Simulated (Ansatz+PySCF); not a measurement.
Results of a calculation; reference values are marked as such.
# Several solutions for singlet C₂H₂

```yaml
atoms:
  - { symbol: C, position_ang: [0.0000, 0.0000, -0.6043] }
  - { symbol: C, position_ang: [0.0000, 0.0000, 1.2085] }
  - { symbol: H, position_ang: [0.0000, 0.0000, -1.6792] }
  - { symbol: H, position_ang: [0.0000, 0.0000, 2.2835] }
```

Basis set: cc-pVDZ (spherical functions). Charge 0, multiplicity 1.

UHF was run from several starts with Ansatz (development build ahead of 0.2.0) and PySCF 2.14.0.

```
run  program                                 start  converged  energy (hartree)  <S²>
  A    PySCF  guess huckel, instabilities followed        yes         -76.64508  2.01
  B    PySCF      guess 1e, instabilities followed        yes         -76.56594  1.60
  C   Ansatz               atomic start, no search        yes         -76.48307  0.00
  D   Ansatz               stability test followed        yes         -76.64508  2.01
  E   Ansatz           search for the lowest state        yes         -76.64508  2.01
  F    PySCF   guess minao, instabilities followed        yes         -76.64508  2.01
  G    PySCF    guess atom, instabilities followed        yes         -76.64508  2.01
  H    PySCF                      program defaults        yes         -76.48307  0.00
```

(1) Which runs reached the lowest solution of this kind, and what is wrong with the others?

Results:

(1) A, D, E, F, G reached the lowest solution found. Converged but too high: B by 2.15 eV, C by 4.41 eV, H by 4.41 eV. Convergence only shows a stationary point, and even a stable one can lie too high; stability tests and further starts are what find lower ones. Caution: the unrestricted determinant is a mixture of spin states. Caution: the determinant breaks the point group.
